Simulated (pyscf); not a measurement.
Structures and frequencies: ωB97X-D3(BJ)/def2-SVP in PySCF.

Question: For the elementary gas-phase step F–SiH(F)–F (SMILES F[SiH](F)F) + NH₃ (SMILES N) → HF (SMILES F) + H₂N–SiH(F)–F (SMILES N[SiH](F)F) (singlet surface; F–Si, H–N broken, F–H, N–Si formed), what barrier and reaction energy does ωB97M-D3(BJ)/def2-TZVP give, measured from the separated reactants?

Answer: ΔE‡ = 25.2 kcal/mol, ΔE = +19.9 kcal/mol. Zero-point energy shifts the barrier by -0.1 kcal/mol. It is a four-centre exchange, with an imaginary mode of 713i cm⁻¹. On the reactant side the descent ends in an adduct with a N–Si contact, 7.6 kcal/mol under the separated species and 32.1 kcal/mol under the saddle at ωB97X-D3(BJ)/def2-TZVP. On the product side the descent ends in a complex, 7.6 kcal/mol under the separated species and 13.0 kcal/mol under the saddle at ωB97X-D3(BJ)/def2-TZVP. What is counted as formed (N–Si) is already present as a longer contact in the reactant adduct; forming that adduct is a step of its own. This is the saddle that the search found; another between the same sides may lie lower.
